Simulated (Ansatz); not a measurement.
**What a trial cell of NaW relaxes into**

The calculation used DFT PBE, scalar-relativistic, plane waves, PAW in Ansatz 0.2.0. Cutoff 420 eV, Γ-centred k mesh, Gaussian smearing, no spin polarisation in the final step.

NaW was placed on the GeS structure type (Pnma, No. 62), with Na in place of Ge, W in place of S, at a guessed volume.

```xyz
8
Lattice="10.2003 0.0000 0.0000 0.0000 3.5662 0.0000 0.0000 0.0000 4.2013" Properties=species:S:1:pos:R:3 pbc="T T T"
Na    1.2342    0.8915    0.4453
Na    8.9660    2.6746    3.7559
Na    3.8659    2.6746    2.5460
Na    6.3344    0.8915    1.6553
W     8.6906    0.8915    2.1132
W     1.5096    2.6746    2.0880
W     6.6098    2.6746    0.0126
W     3.5905    0.8915    4.1887
```

Steps on the 2×6×4 mesh (8 atoms). 12 of 20 steps are shown, and the free energy counts from the last. Trial steps that were taken back and renewals of the plane-wave basis can be among the rows.

| step | ΔF (meV/atom) | V (Å³/atom) | P (GPa) | largest force component (eV/Å) |
| --- | --- | --- | --- | --- |
| 1 | 1842.8 | 19.10 | 4.38 | 3.430 |
| 3 | 1075.3 | 17.75 | -0.32 | 0.682 |
| 4 | 892.5 | 17.37 | -0.25 | 0.289 |
| 6 | 545.0 | 16.57 | 3.59 | 0.701 |
| 8 | 293.0 | 16.77 | 8.59 | 0.599 |
| 10 | 172.8 | 18.69 | 2.57 | 0.588 |
| 11 | 139.2 | 19.31 | 0.80 | 0.116 |
| 13 | 128.4 | 19.50 | 0.84 | 0.267 |
| 15 | 59.0 | 19.62 | 4.15 | 0.020 |
| 17 | 3.8 | 21.16 | 0.50 | 0.230 |
| 18 | 1.3 | 22.06 | -0.20 | 0.072 |
| 20 | 0.0 | 21.93 | -0.05 | 0.030 |

Steps on the 4×14×6 mesh (8 atoms). 5 of 7 steps are shown, and the free energy counts from the last.

```
step  ΔF (meV/atom) V (Å³/atom) P (GPa) largest force component (eV/Å)
   1            4.3        21.93     0.96                           0.114
   2            8.3        21.96     0.69                           0.302
   3            0.7        22.10     0.36                           0.042
   4            0.1        22.07     0.03                           0.018
   7            0.0        22.10     0.00                           0.001
```

A final relaxation ran on a 4×14×6 mesh. The relaxed crystal, Pnma (No. 62):

Space group Pnma (No. 62). a = 11.455 Å, b = 2.535 Å, c = 6.088 Å, α = 90.00°, β = 90.00°, γ = 90.00°
| atom | site | symmetry | x | y | z |
| --- | --- | --- | --- | --- | --- |
| Na | 4c | .m. | 0.1324 | 0.2500 | 0.0884 |
| W | 4c | .m. | 0.9080 | 0.2500 | 0.4175 |

| Quantity | Value |
| --- | --- |
| Volume per atom | 22.10 Å³ |
| Density | 7.77 g/cm³ |
| Energy over the elements | 1.31 eV/atom |
| Gap on the 4×14×6 mesh | 0 eV (a metal) |

The zero of energy is the elements' standard structures at the same level; no fitted shifts are applied.

The final run used a 4×14×6 mesh on its 8-atom cell and 0.10 eV smearing. The k mesh leaves about 4 meV/atom of noise in metals. Spin–orbit coupling is left out.

A structure relaxed within its symmetry needn't be a true minimum.

Cost: 3 runs of about 5.5 core-minutes in all, on Intel Xeon 6975P-C (Granite Rapids) (shared hosts).